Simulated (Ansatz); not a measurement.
Input for Ansatz (development build ahead of 0.2.0):

```yaml
crystal:
  periodic: [false, false, false]
  atoms:
    - { symbol: C, position_ang: [0.0, 0.0, -0.6988] }
    - { symbol: C, position_ang: [0.0, 0.0, 0.6988] }
    - { symbol: H, position_ang: [0.0, -0.94204, -1.0719] }
    - { symbol: H, position_ang: [-0.81583, 0.47102, -1.0719] }
    - { symbol: H, position_ang: [0.81583, 0.47102, -1.0719] }
    - { symbol: H, position_ang: [0.0, 0.94204, 1.0719] }
    - { symbol: H, position_ang: [-0.81583, -0.47102, 1.0719] }
    - { symbol: H, position_ang: [0.81583, -0.47102, 1.0719] }
basis:
  gaussian: { orbitals: cc-pVDZ }
hamiltonian:
  xc: hf
```

The input is written out in the form of the current development build from the run's settings.

Results

```yaml
Converged: yes
Total_energy: -79.19278 hartree
Spin_squared_of_the_determinant: 0.000
```

Caution: no unrestricted run beside it, a lower state can exist.
